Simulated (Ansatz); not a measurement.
Correlation energies of C3H7FO2 (`COC(C)(O)F`) by basis set

```xyz
13

C    -1.352    0.892   -0.393
O    -0.001    0.838   -0.799
C     0.727   -0.239   -0.316
C     0.787   -0.352    1.186
O     0.285   -1.433   -0.836
F     1.989    0.012   -0.792
H    -1.828    1.650   -1.013
H    -1.447    1.187    0.657
H    -1.857   -0.066   -0.547
H     1.489   -1.140    1.452
H     1.126    0.595    1.605
H    -0.191   -0.606    1.593
H     0.273   -1.339   -1.796
```

Charge 0, multiplicity 1. The geometry is a stationary point of PBE0-D4/def2-TZVP. It is one conformer, not always the lowest. Frozen core, restricted reference, Ansatz 0.2.0. CBS rows extrapolate triple and quadruple zeta; past MP2 they add the triple-zeta difference.

```
     basis     HF (Eh)  MP2 corr.  CCSD corr.       (T)  CCSD(T) total
def2-TZVPP  -367.00574   -1.23946    -1.27259  -0.04625     -368.32458
def2-QZVPP  -367.02237   -1.33575           –         –              –
 CBS(def2)  -367.02467   -1.40707    -1.44021     as TZ     -368.51113
```
